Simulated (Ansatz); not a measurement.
**Heat of formation of C2HO (ethynyloxy radical) from total energies**

C2HO: 4 atoms, total charge 0, spin state doublet. SMILES: `C#C[O]`. The shape is that of a PBE0-D4/def2-TZVP optimisation.

Total energies at U-r2SCAN/cc-pVTZ (Ansatz 0.2.0); the atoms run unrestricted:

| species | state | energy (Eh) |
| --- | --- | --- |
| C2HO | doublet | -151.906257 |
| C | triplet | -37.832089 |
| O | triplet | -75.054619 |
| H | doublet | -0.499928 |

Harmonic wavenumbers at UPBE0-D4/def2-TZVP, in cm⁻¹: 453, 510, 574, 1280, 2123, 3365.

Measured heats of formation of the gaseous atoms at 298.15 K, in kJ/mol: C 716.9, O 249.2, H 218.0. Spin-orbit lowering of the atoms at 298 K (mean of the ground term's levels less their thermal mean, from spectra), in kJ/mol: C 0.02, O 0.40. Take 1 Eh = 2625.50 kJ/mol, 1 cm⁻¹ = 0.0119627 kJ/mol, RT = 2.479 kJ/mol.

Q: What heat of formation follows?

A: 
1. Electronic atomisation energy: 2 × (-37.832089) + (-75.054619) + (-0.499928) − (-151.906257) = 0.687532 Eh = 1805.1 kJ/mol.
2. Zero-point energy: half the sum of the wavenumbers, 4152.5 cm⁻¹ = 49.7 kJ/mol.
3. Thermal vibrational enthalpy, Σ hcν̃/(exp(hcν̃/kT) − 1): 1.7 kJ/mol. Translation, rotation and pV of a non-linear molecule: 4 RT = 9.9 kJ/mol.
4. The 4 free atoms carry 5/2 RT each: 24.8 kJ/mol.
5. Spin-orbit coupling lowers the free atoms by 2 × 0.02 + 0.40 = 0.4 kJ/mol.
6. Atomisation enthalpy at 298 K: 1805.1 − 0.4 − 49.7 − 1.7 − 9.9 + 24.8 = 1768.2 kJ/mol.
7. Sum of the atoms' heats of formation: 1901.0 kJ/mol. Heat of formation: 1901.0 − 1768.2 = +132.8 kJ/mol.

The tabulated value is +178.0 kJ/mol (Active Thermochemical Tables), so this level is off by -45.2 kJ/mol, or 2.6 % of the atomisation enthalpy. Anharmonicity and any spin-orbit splitting of the molecule are left out.
